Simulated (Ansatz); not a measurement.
Barrier height from H + H2O (SMILES O) to the transition structure H3O, without zero-point energy, on the benchmark's geometries as Psi4's copy of the set gives them.
Transition structure (charge 0, multiplicity 2):
```xyz
4

O     -0.3011    -0.1080     0.0000
H     -0.4279     0.8516     0.0000
H      1.0155    -0.1004     0.0001
H      1.8210     0.1132    -0.0001
```

Open shells are unrestricted; no spin–orbit coupling.

Cores are frozen in the correlated methods.

Codes used: Ansatz (Gaussian basis) for Hartree–Fock, density functionals and correlated methods. 

**Question.** Give the barrier height at the level CCSDT/cc-pVDZ.

**Answer.** 0.83 eV

**Question.** Estimate the barrier height that MP2/aug-cc-pVDZ returns for this input.

**Answer.** 1.36 eV

**Question.** Estimate the barrier height that BLYP/def2-TZVPPD returns for this input.

**Answer.** 0.45 eV

Ansatz is a program for electronic structure.
